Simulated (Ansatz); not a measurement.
# C3H4F2 (SMILES F/C=C\CF): BCCD(T)/6-31G(d) (spherical functions)

Aim: the energy change on altering one bond length of C3H4F2 at BCCD(T)/6-31G* (spherical functions), from 2 runs. 

The results are computed with Ansatz 0.2.0.

47 further runs of the same task are left out: 47 set aside as unsound or not needed.

**1. The system as given**

The species is C3H4F2 (9 atoms), meant as a singlet with charge 0. SMILES: `F/C=C\CF`. Geometry: relaxed at PBE0-D4/def2-TZVP. This is one conformer, not always the lowest.

Bond lengths: F1–C2 1.336 Å, C2–C3 1.320 Å, C3–C4 1.485 Å, C4–F5 1.387 Å, C2–H6 1.084 Å, C3–H7 1.084 Å, C4–H8 1.095 Å, C4–H9 1.091 Å. Some angles: F1–C2–C3 122.6°, C2–C3–C4 124.9°, C3–C4–F5 109.9°, F1–C2–H6 112.2°, C3–C2–H6 125.2°, C2–C3–H7 117.2°, C4–C3–H7 117.9°, C3–C4–H8 111.0°, C3–C4–H9 111.5°, F5–C4–H8 107.0°.

**2. A single-point energy at BCCD(T)/6-31G(d) (spherical functions)**

run.yaml reads:

```yaml
crystal:
  periodic: [false, false, false]
  atoms:
    - {symbol: F, position_ang: [-1.771300, 0.696200, -0.764200]}
    - {symbol: C, position_ang: [-0.756800, -0.083800, -1.148800]}
    - {symbol: C, position_ang: [0.269900, -0.355400, -0.364300]}
    - {symbol: C, position_ang: [0.439500, 0.155200, 1.019400]}
    - {symbol: F, position_ang: [1.656600, 0.811400, 1.133700]}
    - {symbol: H, position_ang: [-0.888900, -0.458700, -2.156900]}
    - {symbol: H, position_ang: [1.042400, -1.001300, -0.765600]}
    - {symbol: H, position_ang: [0.449800, -0.666700, 1.742700]}
    - {symbol: H, position_ang: [-0.352600, 0.856800, 1.286900]}
basis:
  gaussian:
    orbitals: 6-31G_st_-spherical.json
magnetization:
  spin_polarized: false
correlation:
  method: bccd_t
  frozen_orbitals: {C: 1, F: 1, H: 0}
accuracy: high
scf:
  omitted_lower_state_checks: [cluster_reference, increment]
```

The basis set 6-31G* is read from a file made from the Basis Set Exchange's data (not shown).

Started as:

```
ansatz run run.yaml --threads 1 --pin off --max-ram 3480MiB --events-out events.jsonl --progress --plain --runs-dir runs
```

The program printed, cut to the lines that bear on the results:

```text
Warning: RAYON_NUM_THREADS=1 ignored (pool sized by the plan → 1); use --threads N
Functional definition: HF
  name "HF"
[...]
1845 factors; integrals over basis functions are off by at most 3.1e-9 eV
[...]
mean field -8565.12367064 eV, -314.7624892466 hartree, gradient 3.3e-8 eV, S^2 0.000000; 0 other end points of the search recorded, 0 dependent functions left out
5 core orbitals not correlated: weight in the atoms' cores, before any rotation towards them, 1.000 or more for the frozen orbitals, at most 0.000 for the correlated occupied ones
reference -8565.12367064 eV, -314.7624892466 hartree; 15, 15 occupied and 58, 58 virtual orbitals, 1845 factors
second order -19.35351987 eV of doubles, -0.00000000 eV of singles
cycle   1  -19.59305542 eV  change   -2.4e-1 eV  update   1.0e-1
[...]
cycle  21  -20.19517389 eV  change   -1.1e-9 eV  update   1.1e-9
perturbative correction -0.61358346 eV, -0.0225487762 hartree
Total energy: -8585.93242798 eV, -315.5271969744 hartree
Checks for a lower state left out: cluster_reference, increment
```

Run time: 27 s. Hardware: 1 thread of Arm Neoverse V2, shared host; peak memory 0.59 GiB.

**3. The distorted shape**

input.yaml reads:

```yaml
crystal:
  periodic: [false, false, false]
  atoms:
    - {symbol: F, position_ang: [-2.582881, 1.320185, -0.456527]}
    - {symbol: C, position_ang: [-0.756800, -0.083800, -1.148800]}
    - {symbol: C, position_ang: [0.269900, -0.355400, -0.364300]}
    - {symbol: C, position_ang: [0.439500, 0.155200, 1.019400]}
    - {symbol: F, position_ang: [1.656600, 0.811400, 1.133700]}
    - {symbol: H, position_ang: [-0.888900, -0.458700, -2.156900]}
    - {symbol: H, position_ang: [1.042400, -1.001300, -0.765600]}
    - {symbol: H, position_ang: [0.449800, -0.666700, 1.742700]}
    - {symbol: H, position_ang: [-0.352600, 0.856800, 1.286900]}
basis:
  gaussian: {orbitals: 6-31G_st_-spherical.json}
correlation: {method: bccd_t, frozen_orbitals: {C: 1, F: 1, H: 0}}
accuracy: high
scf: {omitted_lower_state_checks: [cluster_reference, increment]}
```

The basis set 6-31G* is read from a file made from the Basis Set Exchange's data (not shown).

Started as:

```
ansatz run input.yaml --threads 1 --pin off --max-ram 3480MiB --events-out events.jsonl --progress --plain --runs-dir runs
```

The program printed, cut to the lines that bear on the results:

```text
Warning: RAYON_NUM_THREADS=1 ignored (pool sized by the plan → 1); use --threads N
[... 2 set-up lines as earlier in the session ...]
[...]
1794 factors; integrals over basis functions are off by at most 4.0e-9 eV
[...]
mean field -8559.41229263 eV, -314.5525999763 hartree, gradient 2.3e-8 eV, S^2 0.000000; 0 other end points of the search recorded, 0 dependent functions left out; unrestricted orbitals would lower it
5 core orbitals not correlated: weight in the atoms' cores, before any rotation towards them, 1.000 or more for the frozen orbitals, at most 0.000 for the correlated occupied ones
reference -8559.41229263 eV, -314.5525999763 hartree; 15, 15 occupied and 58, 58 virtual orbitals, 1794 factors
second order -20.28612211 eV of doubles, -0.00000000 eV of singles
cycle   1  -19.84555038 eV  change    2.2e-1 eV  update   2.2e-1
[...]
cycle  38  -21.27352579 eV  change  -8.9e-10 eV  update  9.3e-10
perturbative correction -0.98502467 eV, -0.0361989890 hartree
WARN: these amplitudes may be one of several solutions (largest doubles amplitude 0.29, level shift 0.44 eV)
Total energy: -8581.67084309 eV, -315.3705866182 hartree
Checks for a lower state left out: cluster_reference, increment
```

It took 40 s on 1 thread of Arm Neoverse V2, shared host; peak memory 0.58 GiB.

**4. What came out**

At BCCD(T)/6-31G* (spherical functions), 5 core orbitals frozen:

```
                                                         quantity          value
                                        first shape: total energy  -315.52720 Eh
         first shape: correlation energy (5 core orbitals frozen)     -764.7 mEh
                                      first shape: (T) correction     -22.55 mEh
                                    distorted shape: total energy  -315.37059 Eh
     distorted shape: correlation energy (5 core orbitals frozen)     -818.0 mEh
                                  distorted shape: (T) correction     -36.20 mEh
energy change with the F1–C2 bond stretched from 1.336 to 2.405 Å       4.262 eV
```

With the F1–C2 bond stretched from 1.336 to 2.405 Å the energy rises by 4.26 eV (411 kJ/mol). The first shape isn't relaxed at this level, so the change isn't measured from a minimum. A restricted reference can't describe the breaking bond well at this length. The triples (first shape) make up 2.9 % of the correlation energy. The restricted solution (distorted shape) is unstable to spin breaking: an unrestricted one lies lower. The triples (distorted shape) make up 4.4 % of the correlation energy.
